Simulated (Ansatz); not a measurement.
A nudged elastic band was laid between two geometries of CH6BN (9 atoms, charge 0, multiplicity 1).

Computed with RKS PBE-D4/def2-SVP (Ansatz 0.2.0).

| Item | Value |
| --- | --- |
| movable images | 5 |
| climbing image | yes |
| spring | 5.0 eV/Å² |
| optimiser | quadratic models (default) |
| start path | through a guess of the saddle point |
| force threshold | 0.05 eV/Å |
| iteration limit | 60 |
| end points | relaxed |

Image 0:

```xyz
9
Properties=species:S:1:pos:R:3
B 0.327 0.170 -0.052
C 0.679 -0.077 1.467
H -0.177 -0.397 2.098
H 1.475 -0.849 1.554
H 1.113 0.842 1.917
H 1.185 0.542 -0.842
N -0.962 -0.024 -0.566
H -1.752 -0.333 0.004
H -1.203 0.128 -1.545
```

Image 6:

```xyz
9
Properties=species:S:1:pos:R:3
B -0.951 1.697 -0.609
C 1.147 -0.360 1.513
H 0.203 -0.828 1.853
H 1.923 -0.514 2.285
H 0.986 0.724 1.356
H 1.484 -0.823 0.566
N -1.282 0.385 -0.902
H -0.831 -0.409 -0.433
H -1.995 0.128 -1.594
```

**Question.** Which bonds break or form, and what moves?

**Answer.** Bonds broken: B1–C2, B1–H6. Bonds formed: C2–H6. CH6BN becomes BH2N + CH4.

**Question.** What energy profile does the band end with?

**Answer.** The run converged. The highest image is number 2 of 0 to 6, 4.04 eV above the first end and 0.65 eV above the last; the last end lies 3.38 eV above the first. Beside the main top the profile has a ripple of under 15 meV (maxima at images 2, 5), which may be a very shallow well or noise. Neighbouring images differ by up to 4.0 eV, so the band resolves the path poorly. A vibrational analysis at the climbing image gives one clearly imaginary mode, 1067i cm⁻¹: a first-order saddle point. The orbitals stay closed-shell, which can raise the energy where a bond breaks towards radicals; this wasn't checked here.

```
image  path coordinate (Å)  energy (eV)  B1–C2 (Å)  B1–H6 (Å)  C2–H6 (Å)
    0                 0.00         0.00       1.58       1.22       2.44
    1                 1.36         0.06       1.58       1.22       2.45
    2                 2.72         4.04       2.18       1.28       1.45
    3                 4.23         3.38       3.43       2.64       1.11
    4                 5.74         3.39       3.58       2.62       1.11
    5                 7.25         3.39       4.08       3.41       1.11
    6                 8.76         3.38       3.62       3.70       1.11
```

**Question.** What is the geometry of the highest image?

**Answer.** 
```xyz
9
Properties=species:S:1:pos:R:3
B 0.192 0.642 -0.592
C 0.789 -0.006 1.397
H -0.135 0.295 1.925
H 0.844 -1.088 1.179
H 1.688 0.334 1.945
H 1.119 0.839 0.265
N -0.955 -0.138 -0.652
H -1.321 -0.781 0.059
H -1.536 -0.098 -1.492
```

The band took 35 iterations and of the order of 100 core-seconds.

Run time: 96 s on 1 thread of AMD EPYC 9R45 96-Core Processor (Zen 5) (shared host), peak memory 0.14 GiB.
